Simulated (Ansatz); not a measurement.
One change: `FC1CCCC1` becomes `NC1CCCC1`.

Ansatz, PBE0-D4/def2-TZVP geometries, multiplicity 1. Each molecule was computed in one conformer, which needn't be the lowest.

```
                                          property  `FC1CCCC1`
                 HOMO energy (PBE/def2-TZVPP) / eV       -7.27
size of the dipole moment (ωB97M-V/def2-TZVPP) / D        1.82
               HOMO energy (B3LYP/def2-TZVPP) / eV       -8.63
             LUMO energy (ωB97M-V/def2-TZVPP) / eV        2.52
               HOMO–LUMO gap (PBE/def2-TZVPP) / eV        7.55
               LUMO energy (B3LYP/def2-TZVPP) / eV        0.74
```

Give the same properties after the change, and the shifts. (An estimate is asked.)

Ansatz gave: 
```tsv
property	`NC1CCCC1`	shift
HOMO energy (PBE/def2-TZVPP) / eV	-5.23	2.04
size of the dipole moment (ωB97M-V/def2-TZVPP) / D	1.22	-0.60
HOMO energy (B3LYP/def2-TZVPP) / eV	-6.46	2.17
LUMO energy (ωB97M-V/def2-TZVPP) / eV	2.50	-0.02
HOMO–LUMO gap (PBE/def2-TZVPP) / eV	5.50	-2.05
LUMO energy (B3LYP/def2-TZVPP) / eV	0.74	0.00
```

Dipoles are sizes alone; their direction can turn.

Positive LUMOs are unbound, so they and the gaps depend on the basis.

B3LYP here is the variant with VWN-RPA as its local correlation; programs differ in this.
